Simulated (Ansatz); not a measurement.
# C₂H₅O radical (built from SMILES CC[O]): a barrier at many levels of theory

How high is the barrier of this step (H1–O4 formed, H1–C2 broken), and how far do cheaper methods land from CCSD(T)?

Program: Ansatz 0.2.0, Gaussian basis. Level of theory: single points in def2-TZVPP on PBE0-D4/def2-TZVP structures. These are calculated values, not measurements.

Levels: SPW92, PBE-D4, BLYP-D4, r2SCAN-D4, B97M-V, PBE0-D4, B3LYP-D4, r2SCAN0-D4, BHLYP-D4, CAM-B3LYP-D4, wB97X-V, wB97M-V, B2PLYP, PBE-QIDH, RPA on PBE, Hartree-Fock, MP2, CCSD, CCSD(T). The reference is CCSD(T) at the basis limit, from triple and quadruple zeta. Zero-point energies come from PBE0-D4 vibrations.

Correlated methods freeze the cores. Orbitals are unrestricted. B3LYP uses VWN-RPA correlation. B2PLYP carries no dispersion term here.

3 further runs of the same task are left out: 3 set aside as unsound or not needed.

## (1) The three structures

Charge 0, multiplicity 2. The folders r, ts and p hold the start, the saddle and the end; their coordinates stand in the first inputs.

```csv
pair,r (Å),ts (Å),p (Å)
H1–O4,1.982,1.205,0.960
H1–C2,1.109,1.265,1.912
```

## (2) wB97M-V/def2-TZVPP

r/in.yaml

```yaml
crystal:
  periodic: [false, false, false]
  atoms:
    - {symbol: H, position_ang: [-0.571120, -1.402898, -0.247358]}
    - {symbol: C, position_ang: [-0.107319, -0.611482, 0.375149]}
    - {symbol: C, position_ang: [0.135583, 0.652990, -0.423621]}
    - {symbol: O, position_ang: [-0.888113, -0.476795, 1.475546]}
    - {symbol: H, position_ang: [0.841693, -1.085598, 0.693620]}
    - {symbol: H, position_ang: [0.635436, 1.402891, 0.192505]}
    - {symbol: H, position_ang: [-0.810288, 1.072453, -0.771542]}
    - {symbol: H, position_ang: [0.764028, 0.448339, -1.294199]}
basis:
  gaussian: {orbitals: def2-TZVPP}
magnetization: {spin_polarized: true, initial_magnetization: 1}
hamiltonian: {xc: {name: wB97M-V}}
```

ts/in.yaml

```yaml
crystal:
  periodic: [false, false, false]
  atoms:
    - {symbol: H, position_ang: [-0.931488, -1.344712, 0.216192]}
    - {symbol: C, position_ang: [0.062673, -0.571308, 0.336999]}
    - {symbol: C, position_ang: [0.189156, 0.684754, -0.448888]}
    - {symbol: O, position_ang: [-0.975675, -0.698086, 1.232117]}
    - {symbol: H, position_ang: [0.975379, -1.122461, 0.582794]}
    - {symbol: H, position_ang: [0.581754, 1.484654, 0.192219]}
    - {symbol: H, position_ang: [-0.781476, 1.010428, -0.826313]}
    - {symbol: H, position_ang: [0.879575, 0.556631, -1.285020]}
basis:
  gaussian: {orbitals: def2-TZVPP}
magnetization: {spin_polarized: true, initial_magnetization: 1}
hamiltonian: {xc: {name: wB97M-V}}
```

p/in.yaml

```yaml
crystal:
  periodic: [false, false, false]
  atoms:
    - {symbol: H, position_ang: [-1.125911, -1.625297, 1.147232]}
    - {symbol: C, position_ang: [0.063515, -0.585461, 0.070701]}
    - {symbol: C, position_ang: [0.271359, 0.767281, -0.478793]}
    - {symbol: O, position_ang: [-1.089555, -0.736283, 0.786632]}
    - {symbol: H, position_ang: [0.904883, -1.211339, 0.357622]}
    - {symbol: H, position_ang: [0.419928, 1.521804, 0.309073]}
    - {symbol: H, position_ang: [-0.594548, 1.086137, -1.066992]}
    - {symbol: H, position_ang: [1.150227, 0.783058, -1.125376]}
basis:
  gaussian: {orbitals: def2-TZVPP}
magnetization: {spin_polarized: true, initial_magnetization: 1}
hamiltonian: {xc: {name: wB97M-V}}
```

No record of the launch command was kept for these runs.

The runs that follow: CCSD(T)/def2-TZVPP; MP2/def2-QZVPP; Vibrations of the start structure; Vibrations of the end structure.

Before running it: what results should come out? Wanted: barrier, CCSD(T)/CBS; reverse barrier, CCSD(T)/CBS; step energy, CCSD(T)/CBS; barrier with zero-point energy; step energy with zero-point energy; imaginary mode at the saddle; largest T1 diagnostic.

**Answer**, as computed:

| quantity | value |
| --- | --- |
| barrier, CCSD(T)/CBS | 123.0 kJ/mol |
| reverse barrier, CCSD(T)/CBS | 172.0 kJ/mol |
| step energy, CCSD(T)/CBS | -49.0 kJ/mol |
| barrier with zero-point energy | 114.9 kJ/mol |
| step energy with zero-point energy | -44.3 kJ/mol |
| imaginary mode at the saddle | 1953i cm⁻¹ |
| largest T1 diagnostic | 0.018 |

**Reading.** Among the functionals PBE0-D4 lands nearest to CCSD(T)/CBS (+0.8 kJ/mol) and SPW92 farthest (-33.4 kJ/mol). Mean unsigned error by rung: LDA 33.4, GGA 8.8, meta-GGA 6.4, hybrid 11.7, range-separated hybrid 5.7, double hybrid 4.0 kJ/mol. PBE-D4 gives a barrier 14.5 kJ/mol too low, outside chemical accuracy (1 kcal/mol, 4.2 kJ/mol). The barrier rises with the share of exact exchange, from BLYP-D4 through B3LYP-D4 to BHLYP-D4 (-3.1, +6.7, +29.6 kJ/mol). Hartree-Fock, with no correlation, is off by +79.8 kJ/mol. Zero-point motion lowers the barrier by 8.2 kJ/mol.
